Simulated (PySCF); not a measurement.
tetrafluoromethane cation (CF4), SMILES FC(F)(F)F (connectivity only; charge and spin as stated), charge +1, multiplicity 2. Atoms are numbered in the order given.

```xyz
5

F     -0.7744     0.7744    -0.7364
C      0.0000     0.0000     0.0000
F     -0.7744    -0.7744     0.7364
F      0.7744    -0.7744    -0.7364
F      0.7744     0.7744     0.7364
```
Charge +1, spin multiplicity 2.

Geometry: B3LYP-D3(BJ)/def2-SVP. The geometry has at least one imaginary mode, so it is a saddle point at that level. The multiplicity is an assumed one; other spin states were not compared.

The numbers are results of PBE0/pcH-1 (PySCF), not measurements.

Unrestricted Kohn–Sham, ⟨S²⟩ = 0.755. Hyperfine tensors hold the contact and dipolar terms, without spin-orbit corrections.

Computed hyperfine couplings:
| nucleus | A(iso) (MHz) | A(iso) (G) | dipolar principal values (MHz) |
|---|---|---|---|
| 19F no. 1 | 73.0 | 26.0 | -510.2, -487.1, 997.3 |
| 13C no. 2 | -30.4 | -10.9 | -0.2, 0.1, 0.1 |
| 19F no. 3 | 73.0 | 26.0 | -510.2, -487.1, 997.3 |
| 19F no. 4 | 73.0 | 26.0 | -510.2, -487.1, 997.3 |
| 19F no. 5 | 73.0 | 26.0 | -510.2, -487.1, 997.3 |
